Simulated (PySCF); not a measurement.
Gas-phase reaction: SiHCl + 3 SiH2ClNH2 = 3 HSiNH2 + 4 H + SiCl4

Method: PySCF energies plus ideal-gas RRHO corrections (1 bar). † marks an energy on the PBE0/def2-TZVP geometry and frequencies; other levels use their own. 6-31G* has spherical d functions here. Open shells (unrestricted): H (multiplicity 2); the rest are closed-shell singlets. B3LYP is the form with VWN-RPA correlation. SiHCl, SiH2ClNH2, HSiNH2: computed as isolated molecules; such fragments, hydroxides, amides, oligomers or adducts are transient or little studied in the gas. The harmonic model lacks anharmonicity and excited electronic states, which grow with temperature; levels with a mode under 35 cm⁻¹ are left out. Internal rotation in SiH2ClNH2, HSiNH2 is treated as a harmonic vibration of one conformer, which makes the entropy rough.

```
level              ΔE electronic, kJ  ΔH°(298 K), kJ  ΔS°(298 K), J/K  ΔG°(800 K), kJ
-----------------  -----------------  --------------  ---------------  --------------
B3LYP/6-31G*                    1265            1193              396             864
BLYP/def2-TZVP†                 1230            1160              393             834
HF/def2-TZVP†                   1114            1044              393             718
r2SCAN/def2-TZVP†               1275            1205              393             879
LDA/def2-TZVP†                  1327            1257              393             931
```
ΔH° is lowest at HF/def2-TZVP† and highest at LDA/def2-TZVP†. No reference value is set beside these.
